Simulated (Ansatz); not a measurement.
**AlH₄ (doublet): the correlation ladder at distance Al1–H4 along a hydrogen transfer = 1.982 Å, 6-31G**

How much of the correlation energy of AlH₄ (doublet) does each wave-function method recover here?

Computed with Ansatz 0.2.0, Gaussian basis. Level: 6-31G, core rule «outside noble gas», up to 5 orbitals frozen.

Plan: UHF; CCSD(T) on ROHF; CCSD(T) on UHF; BCCD(T) on ROHF; CISD; CCSDT(Q) on ROHF; CCSDT(Q) on UHF; CISDTQ; CCSDTQ on ROHF; CCSDTQ on UHF; CASSCF and MRCISD+Q, 3 electrons in 3 orbitals; CASSCF and NEVPT2, 3 electrons in 3 orbitals; CASSCF and MRCISD+Q, 7 electrons in 8 orbitals; CASSCF and NEVPT2, 7 electrons in 8 orbitals; Full CI.

6 further runs of the same task are left out: 1 for a mislabelled method, 4 that didn't finish, 1 set aside as unsound or not needed.

## Step 1: The system

The geometry derives from fragments relaxed apart (PBE0/def2-TZVP) and kept rigid, so it is no stationary point. A hydrogen atom is moved between rigid fragments.

5 atoms, charge 0, spin multiplicity 2.

Atoms are counted from 1 here; the program's logs count them from 0.

Bond lengths: Al1–H2 1.586 Å, Al1–H3 1.586 Å. Angles: H2–Al1–H3 120.0°.

## Step 2: UHF

The input, in.yaml:

```yaml
crystal:
  periodic: [false, false, false]
  atoms:
    - {symbol: Al, position_ang: [-0.111156, 0.000000, 0.000000]}
    - {symbol: H, position_ang: [-0.904080, 1.373384, 0.000000]}
    - {symbol: H, position_ang: [-0.904079, -1.373384, 0.000000]}
    - {symbol: H, position_ang: [1.870844, 0.000000, 0.000000]}
    - {symbol: H, position_ang: [2.912844, 0.000000, 0.000000]}
basis:
  gaussian: {orbitals: 6-31G}
magnetization: {spin_polarized: true, initial_magnetization: 1}
hamiltonian: {xc: hf}
output: {orbitals: {seedname: orbitals}}
```

Started as:

```console
> ansatz run in.yaml --threads 1 --pin off --events-out ev --progress --plain --max-ram 2393MiB
```

Further steps of the session: CCSD(T) on ROHF; CCSD(T) on UHF; BCCD(T) on ROHF; CISD; CCSDT(Q) on ROHF; CCSDT(Q) on UHF; CISDTQ; CCSDTQ on ROHF; CCSDTQ on UHF; CASSCF and MRCISD+Q, 3 electrons in 3 orbitals; CASSCF and NEVPT2, 3 electrons in 3 orbitals; CASSCF and MRCISD+Q, 7 electrons in 8 orbitals; CASSCF and NEVPT2, 7 electrons in 8 orbitals; Full CI.

Before running them: what should the planned runs give, taken together? Wanted: FCI below the RHF energy; RMP2 from FCI; UMP2 from FCI; RCCSD from FCI; RCCSD(T) from FCI; UCCSD(T) from FCI; RCCSDT(Q) from FCI; UCCSDT(Q) from FCI; NEVPT2 pair from FCI.

**Answer**, as computed:

```
                         quantity                                                                                                                                                       value
         FCI below the RHF energy                                                                                                                                                  -2.1754 eV
                    RMP2 from FCI                                                                                                                                             +16.24 kcal/mol
                    UMP2 from FCI                                                                                                                                             +15.87 kcal/mol
                   RCCSD from FCI                                                                                                                                              +0.84 kcal/mol
                RCCSD(T) from FCI                                                                                                                                              +0.30 kcal/mol
                UCCSD(T) from FCI                                                                                                                                              +0.31 kcal/mol
               RCCSDT(Q) from FCI                                                                                                                                              +0.01 kcal/mol
               UCCSDT(Q) from FCI                                                                                                                                              +0.01 kcal/mol
             NEVPT2 pair from FCI                                                                                                                                             +10.43 kcal/mol
           MRCISD+Q pair from FCI                                                                                                                                              -0.02 kcal/mol
          NEVPT2 valence from FCI                                                                                                                                              +3.26 kcal/mol
levels within 1 kcal/mol (43 meV)  RCCSD, UCCSD, RCCSD(T), UCCSD(T), BCCD(T), RCCSDT, UCCSDT, CISDTQ, RCCSDT(Q), UCCSDT(Q), RCCSDTQ, UCCSDTQ, MRCISD+Q pair, MRCISD valence, MRCISD+Q valence
                    T1 diagnostic                                                                                                                                                       0.026
   effectively unpaired electrons                                                                                                                                                        1.03
```

What this shows: RCCSD(T) lands +0.30 kcal/mol from the yardstick (0.6 % of the correlation energy). One determinant dominates. Of the multireference levels listed MRCISD+Q pair comes nearest in total energy (-0.02 kcal/mol), which doesn't show that its space is the better one. These misses are within one basis, not against nature; the frozen cores of restricted and unrestricted runs differ, which can shift their rows.
